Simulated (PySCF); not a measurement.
# O: electron affinity

O⁻ [He] 2s2 2p5 (2P) → O [He] 2s2 2p4 (3P), as a difference of total energies. All numbers are calculated (PySCF 2.14, scalar relativity by spin-free X2C-1e, in aug-cc-pVDZ-DK (4s3p2d, 23 functions)). Correlated levels: valence: 1s2 frozen. The calculations carry no spin-orbit coupling.

```
           method  electron affinity (eV)  error (eV)
              UHF                  -0.531      -1.992
              LDA                   2.032      +0.571
              PBE                   1.753      +0.292
             PBE0                   1.388      -0.073
           r2SCAN                   1.510      +0.049
              M06                   1.472      +0.011
             BLYP                   1.794      +0.333
            HSE06                   1.395      -0.066
            wB97X                   1.508      +0.047
             ROHF                  -0.498      -1.959
    MP2 (valence)                   1.264      -0.197
SCS-MP2 (valence)                   1.202      -0.259
```

Reference: 1.461 eV (measured; photodetachment measurements, as compiled on the Wikipedia data page of electron affinities).

Errors of the correlated levels include the incompleteness of this basis and the frozen core.

A negative affinity means that the anion lies above the atom at that level of theory.

In the anion the highest occupied orbital energy is positive at LDA, PBE, PBE0, r2SCAN, M06, BLYP, HSE06, a self-interaction effect; the basis confines that electron, and the energy difference can still be sensible.
